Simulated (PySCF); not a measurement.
An unknown shows these calculated signals:

1H NMR (300 MHz, computed): δ 6.95 (m, 1H), 6.17 (m, 1H), 6.12 (m, 1H), 3.66 (s, 3H).

13C{1H} NMR (computed): δ 170.2 (C), 141.6 (CH2), 135.7 (CH), 51.9 (CH3).

Computed data (PySCF): GIAO PBE0/pcSseg-1 shieldings, PBE0-D3(BJ)/def2-SVP geometry, B3LYP/pcJ-1 coupling constants (without the spin–dipole term). Rapidly exchanging positions averaged, non-relativistic, one conformer, no solvent.

Chemical shifts δ = σref − σ; 1H (σref 31.27) and 13C (σref 184.41) vs TMS, all at this level.

Question: Which of these does the molecule contain: a heteroaromatic ring, a non-aromatic C=C double bond, a vinyl group CH=CH2, a tert-butyl group, a methoxy group, a ketone?

Answer: 
- A heteroaromatic ring: no.
- A non-aromatic C=C double bond: yes.
- A vinyl group CH=CH2: yes (δC 141.6, 135.7; δH 6.95 (m), 6.12 (m), 6.17 (m)).
- A tert-butyl group: no.
- A methoxy group: yes (δC 51.9; δH 3.66 (s)).
- A ketone: no.

The data belong to SMILES C=CC(=O)OC, C₄H₆O₂; they needn't prove each group on their own.

Carbon signals by region: 1 in the far downfield region (above 160 ppm), 2 in the sp2 and nitrile region (100–160 ppm), 1 at 50–100 ppm. Above 160 ppm: 170.2, ester carbonyl carbon.

Splittings below 1 Hz are ignored in the labels, and close J values are merged. Unscaled 3J(H,H) at this level run about 10 % above measured values. Shifts are as computed. Against solution values, carbons near 30 ppm lie about +2 ppm off and those near 130 ppm about +5 ppm. Of 1211 compounds with measured shifts, 218 miss one by over three times the rms of a fit or turn the order of signals round; such compounds aren't used in these exercises.
